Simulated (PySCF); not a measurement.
Species, as SMILES: C (CH4).
Geometry (B3LYP-D3(BJ)/def2-TZVP, fixed):
```
C
H 1 1.0892
H 1 1.0892 2 109.47
H 1 1.0892 2 109.47 3 120.00
H 1 1.0892 2 109.47 3 -120.00
```

How fast the lowest singlet excitation energy converges with the basis for several methods (PySCF): deviation from each method's own reference, in eV. References: CAM-B3LYP 9.907 eV, the value in d-aug-cc-pVTZ; PBE 9.085 eV, the value in d-aug-cc-pVTZ; PBE0 9.820 eV, the value in d-aug-cc-pVTZ. All functions are spherical. Density fitting with generated auxiliary sets. No added dispersion term, no relativity. Tamm-Dancoff approximation, the state taken by its order.

| basis | functions | CAM-B3LYP | PBE | PBE0 |
|---|---|---|---|---|
| 6-31G** | 34 | 3.004 | 3.225 | … |
| 6-311+G** | 46 | 0.292 | 0.480 | … |
| aug-pcseg-1 | 59 | 0.004 | 0.063 | … |
| def2-TZVPD | 73 | 0.308 | 0.479 | … |
| jun-cc-pV(T+d)Z | 95 | 0.271 | 0.458 | … |
| def2-TZVPPD | 105 | 0.297 | 0.469 | … |
| aug-pcseg-2 | 138 | 0.009 | 0.042 | … |
| cc-pVQZ | 175 | 0.768 | 0.984 | … |
| def2-QZVPP | 177 | 0.651 | 0.866 | … |
| d-aug-cc-pVTZ | 190 | 0.000 | 0.000 | … |
| pcseg-3 | 192 | 0.262 | 0.430 | … |
| def2-QZVPPD | 195 | 0.172 | 0.299 | … |

### Question
Some entries are withheld; supply them.

### Answer

- 6-31G**, PBE0: 3.066
- 6-311+G**, PBE0: 0.383
- aug-pcseg-1, PBE0: 0.034
- def2-TZVPD, PBE0: 0.386
- jun-cc-pV(T+d)Z, PBE0: 0.361
- def2-TZVPPD, PBE0: 0.376
- aug-pcseg-2, PBE0: 0.022
- cc-pVQZ, PBE0: 0.858
- def2-QZVPP, PBE0: 0.745
- d-aug-cc-pVTZ, PBE0: 0.000
- pcseg-3, PBE0: 0.340
- def2-QZVPPD, PBE0: 0.227

Mean absolute deviation over 6-311+G**, def2-TZVPD, jun-cc-pV(T+d)Z, def2-TZVPPD, aug-pcseg-2: CAM-B3LYP 0.235, PBE0 0.306, PBE 0.386 eV.
